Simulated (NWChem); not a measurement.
System: butadiene (C$_{4}$H$_{6}$); SMILES C=CC=C

Here is an NWChem input.

```
start job
memory heap 200 mb stack 900 mb global 1100 mb
geometry units angstroms noautosym nocenter noautoz
  C     -0.119342     1.846902     0.000000
  C      0.396445     0.609796     0.000000
  C     -0.396445    -0.609796     0.000000
  C      0.119342    -1.846902     0.000000
  H     -1.201651     2.011213     0.000000
  H      0.518917     2.733606     0.000000
  H      1.485980     0.482461     0.000000
  H     -1.485980    -0.482461     0.000000
  H     -0.518917    -2.733606     0.000000
  H      1.201651    -2.011213     0.000000
end
basis spherical
  C library def2-svp
  H library def2-svp
end
dft
  xc m06-2x
  iterations 150
end
cosmo
  do_cosmo_smd true
  solvent benzene
end
task dft energy
```

Parts of the log:

```
             Northwest Computational Chemistry Package (NWChem) 7.3.0
             --------------------------------------------------------

                             Geometry "geometry" -> ""
                             -------------------------

 Output coordinates in angstroms (scale by  1.889725989 to convert to a.u.)

  No.       Tag          Charge          X              Y              Z
 ---- ---------------- ---------- -------------- -------------- --------------
    1 C                    6.0000    -0.11934200     1.84690200     0.00000000
    2 C                    6.0000     0.39644500     0.60979600     0.00000000
    3 C                    6.0000    -0.39644500    -0.60979600     0.00000000
    4 C                    6.0000     0.11934200    -1.84690200     0.00000000
    5 H                    1.0000    -1.20165100     2.01121300     0.00000000
    6 H                    1.0000     0.51891700     2.73360600     0.00000000
    7 H                    1.0000     1.48598000     0.48246100     0.00000000
    8 H                    1.0000    -1.48598000    -0.48246100     0.00000000
    9 H                    1.0000    -0.51891700    -2.73360600     0.00000000
   10 H                    1.0000     1.20165100    -2.01121300     0.00000000

 Effective nuclear repulsion energy (a.u.)     103.4646448373

                                 NWChem DFT Module
                                 -----------------

 Summary of "ao basis" -> "ao basis" (spherical)
 ------------------------------------------------------------------------------
       Tag                 Description            Shells   Functions and Types
 ---------------- ------------------------------  ------  ---------------------
 C                          def2-svp                 6       14   3s2p1d
 H                          def2-svp                 3        5   2s1p

 in cosmo_initialize ...
 calling solv_data for solv:benzene

 solvent parameters
 solvname_short: benzene
 solvname_long:  benzene
 dielec:        2.2706
 dielecinf:     2.2533
 nonaqueous SMD model solvent descriptors
 dielec:        2.2706
 sola:          0.0000
 solb:          0.1400
 solc:          1.0000
 solg:         40.6200
 solh:          0.0000
 soln:          1.5011

          ---------------
          -cosmo- solvent
          ---------------
 Cosmo: York-Karplus, doi: 10.1021/jp992097l
 dielectric constant -eps-     =   2.27
 screen = (eps-1)/(eps    )    =   0.55959
 surface charge correction     = lagrangian

   van der Waals surface
 --------------------------

 ---------- ATOMIC COORDINATES (A.U.) ------------ VDWR(ANG.) --
     1   -0.22552368    3.49013871    0.00000000     1.850
     2    0.74917242    1.15234735    0.00000000     1.850
     3   -0.74917242   -1.15234735    0.00000000     1.850
     4    0.22552368   -3.49013871    0.00000000     1.850
     5   -2.27079112    3.80064147    0.00000000     1.200
     6    0.98061094    5.16576630    0.00000000     1.200
     7    2.80809502    0.91171909    0.00000000     1.200
     8   -2.80809502   -0.91171909    0.00000000     1.200
     9   -0.98061094   -5.16576630    0.00000000     1.200
    10    2.27079112   -3.80064147    0.00000000     1.200
 number of segments per atom =        128
 number of   points per atom =        128
 atom (   nspa,  nppa )
 ----------------------
    1 (     68,     0 )       0
    2 (     46,     0 )       0
    3 (     46,     0 )       0
    4 (     68,     0 )       0
    5 (     54,     0 )       0
    6 (     56,     0 )       0
    7 (     56,     0 )       0
    8 (     56,     0 )       0
    9 (     56,     0 )       0
   10 (     54,     0 )       0
 number of -cosmo- surface points =      560
 molecular surface =    100.792 angstrom**2
 molecular volume  =     77.426 angstrom**3
 -lineq- algorithm             =   0
 -bem- low  level              =   3
 -bem- from -octahedral-
 gaussian surface charge width =   4.50000
 degree of switching           =   1.00000
 switching function tolerance  =   0.00010
 atomic radii =
 --------------
    1  6.000  1.850
    2  6.000  1.850
    3  6.000  1.850
    4  6.000  1.850
    5  1.000  1.200
    6  1.000  1.200
    7  1.000  1.200
    8  1.000  1.200
    9  1.000  1.200
   10  1.000  1.200
 ...... end of -cosmo- initialization ......

 nat:                    10
 ixmem:                  5529
 calling mnsol_interface()
 G(SMD-CDS) energy (kcal/mol)  =    -1.120
 SMD-CDS SASA (angstrom**2)    =   129.444

[...]

                                COSMO-SMD solvation results
                                ---------------------------

             internal energy in gas <Psi(g)|H|Psi(g)> =      -155.789605836286
         internal energy in solvent <Psi(s)|H|Psi(s)> =      -155.789454299958
                               delta internal energy  =         0.000151536328 (    0.10 kcal/mol)
   total free energy in solvent <Psi(s)|H+V/2|Psi(s)> =      -155.792191188930
 polarization energy contribution <Psi(s)|V/2|Psi(s)> =        -0.002736888972 (   -1.72 kcal/mol)
    total free energy in solvent including G(SMD-CDS) =      -155.793976663760
                       G(SMD-CDS) energy contribution =        -0.001785474830 (   -1.12 kcal/mol)
     1 M fixed-concentration free energy of solvation =        -0.004370827474 (   -2.74 kcal/mol)

                       DFT Final Molecular Orbital Analysis
                       ------------------------------------

 Vector   13  Occ=2.000000D+00  E=-4.034403D-01
              MO Center= -6.8D-11, -7.6D-09,  6.2D-12, r^2= 3.7D+00
   Bfn.  Coefficient  Atom+Function         Bfn.  Coefficient  Atom+Function
  ----- ------------  ---------------      ----- ------------  ---------------
    18      0.265215   2 C  px               32     -0.265215   3 C  px
    67      0.235736   7 H  s                72      0.235736   8 H  s
     4     -0.172352   1 C  px               46      0.172352   4 C  px
    57      0.170778   5 H  s                62     -0.171088   6 H  s
    77     -0.171088   9 H  s                82      0.170778  10 H  s

 Vector   14  Occ=2.000000D+00  E=-3.943129D-01
              MO Center=  3.2D-11,  3.7D-10,  1.4D-10, r^2= 2.4D+00
   Bfn.  Coefficient  Atom+Function         Bfn.  Coefficient  Atom+Function
  ----- ------------  ---------------      ----- ------------  ---------------
    20      0.324119   2 C  pz               34      0.324119   3 C  pz
     6      0.229222   1 C  pz               48      0.229222   4 C  pz
    23      0.198254   2 C  pz               37      0.198254   3 C  pz
     9      0.140141   1 C  pz               51      0.140141   4 C  pz

 Vector   15  Occ=2.000000D+00  E=-2.909610D-01
              MO Center= -2.1D-10,  1.8D-10, -2.3D-10, r^2= 3.6D+00
   Bfn.  Coefficient  Atom+Function         Bfn.  Coefficient  Atom+Function
  ----- ------------  ---------------      ----- ------------  ---------------
     6      0.336237   1 C  pz               48     -0.336237   4 C  pz
     9      0.261165   1 C  pz               51     -0.261165   4 C  pz
    20      0.245460   2 C  pz               34     -0.245460   3 C  pz
    23      0.185014   2 C  pz               37     -0.185014   3 C  pz

 Vector   16  Occ=0.000000D+00  E= 2.633371D-03
              MO Center=  2.8D-10, -2.7D-10,  7.1D-11, r^2= 4.0D+00
   Bfn.  Coefficient  Atom+Function         Bfn.  Coefficient  Atom+Function
  ----- ------------  ---------------      ----- ------------  ---------------
     9      0.473012   1 C  pz               51      0.473012   4 C  pz
     6      0.341251   1 C  pz               48      0.341251   4 C  pz
    23     -0.328797   2 C  pz               37     -0.328797   3 C  pz
    20     -0.247869   2 C  pz               34     -0.247869   3 C  pz
    25      0.026382   2 C  d -1             39     -0.026382   3 C  d -1

 Vector   17  Occ=0.000000D+00  E= 1.138292D-01
              MO Center= -2.1D-11, -6.1D-10,  3.2D-10, r^2= 3.4D+00
   Bfn.  Coefficient  Atom+Function         Bfn.  Coefficient  Atom+Function
  ----- ------------  ---------------      ----- ------------  ---------------
    23      0.762209   2 C  pz               37     -0.762209   3 C  pz
     9     -0.517357   1 C  pz               51      0.517357   4 C  pz
    20      0.365202   2 C  pz               34     -0.365202   3 C  pz
     6     -0.197638   1 C  pz               48      0.197638   4 C  pz

 Vector   18  Occ=0.000000D+00  E= 1.238592D-01
              MO Center=  3.2D-07,  4.3D-08, -6.5D-11, r^2= 7.1D+00
   Bfn.  Coefficient  Atom+Function         Bfn.  Coefficient  Atom+Function
  ----- ------------  ---------------      ----- ------------  ---------------
    68      1.077432   7 H  s                73     -1.077432   8 H  s
    58     -0.847757   5 H  s                83      0.847757  10 H  s
    17     -0.727906   2 C  s                31      0.727906   3 C  s
     7     -0.445314   1 C  px               49     -0.445314   4 C  px
    21     -0.385170   2 C  px               35     -0.385170   3 C  px

     Multipole analysis of the density
     ---------------------------------

     L   x y z        total         alpha         beta         nuclear
     -   - - -        -----         -----         ----         -------
     0   0 0 0     -0.000000    -15.000000    -15.000000     30.000000

     1   1 0 0     -0.000000     -0.000000     -0.000000      0.000000
     1   0 1 0     -0.000000     -0.000000     -0.000000      0.000000
     1   0 0 1      0.000000      0.000000      0.000000      0.000000

     2   2 0 0    -16.822161    -26.087290    -26.087290     35.352419
     2   1 1 0     -0.081443      0.506753      0.506753     -1.094949
     2   1 0 1     -0.000000     -0.000000     -0.000000      0.000000
     2   0 2 0    -16.754332   -131.392250   -131.392250    246.030169
     2   0 1 1     -0.000000     -0.000000     -0.000000      0.000000
     2   0 0 2    -21.286060    -10.643030    -10.643030      0.000000
```

Level: M06-2X/def2-SVP, SMD on the gas-phase geometry. Geometry: optimised at PBE0/def2-SVP. Solvent: benzene.
